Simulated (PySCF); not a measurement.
Unknown compound

The spectra below were simulated for a compound C4H6O.

1H NMR (300 MHz, computed): δ 6.65 (t, J = 7.8 Hz, 1H), 5.64 (d, J = 7.8 Hz, 2H), 3.50 (s, 3H).

13C{1H} NMR (computed): δ 222.4, 131.8, 94.6, 61.9.

Theoretical values (PySCF): geometry: PBE0-D3(BJ)/def2-TZVP, couplings computed with B3LYP/pcJ-2 (without the spin–dipole term), PBE0/pcSseg-2 with gauge-including orbitals. No solvent model, one computed conformer, non-relativistic, equivalent nuclei averaged.

Scale: 1H (σref 31.52) and 13C (σref 186.03) against TMS (reference shieldings calculated alike).

Which candidate is it?
A. C=C=COC
B. C1=CCOC1
C. C/C=C/C=O

Results:

A. 

- Rings plus π bonds: 2 (no ring in the answer).
- 4 carbon signals for 4 carbons: no two carbons are equivalent.
- Carbon types of the structure: 1 × C, 1 × CH, 1 × CH2, 1 × CH3, which accounts for all hydrogens.
- δC 222.4: central carbon of an allene; the central sp carbon of an allene is among the most deshielded carbons of hydrocarbons.
- δC 131.8, 94.6: terminal carbon of a cumulated C=C=C unit.
- δC 61.9: methyl carbon bonded to O; the inductive effect lowers its shielding.
- δH 6.65, 5.64: hydrogen on a terminal carbon of a cumulated C=C=C unit; attached to an sp2 carbon and in the plane of the double bond.
- δH 3.50: hydrogen on a methyl carbon bonded to O; its carbon carries O, hence the downfield position.

The others: C1=CCOC1 would give 2 carbon signals, not 4; C/C=C/C=O would give 4 signals for carbon-bound and other non-exchanging H, not 3.

Multiplet labels drop couplings under 1 Hz and merge nearly equal ones. Shifts are as computed. Against solution values, carbons near 30 ppm lie about +3 ppm off and those near 130 ppm about +9 ppm. Of 1211 compounds with measured shifts, 218 miss one by over three times the rms of a fit or turn the order of signals round; such compounds aren't used in these exercises.
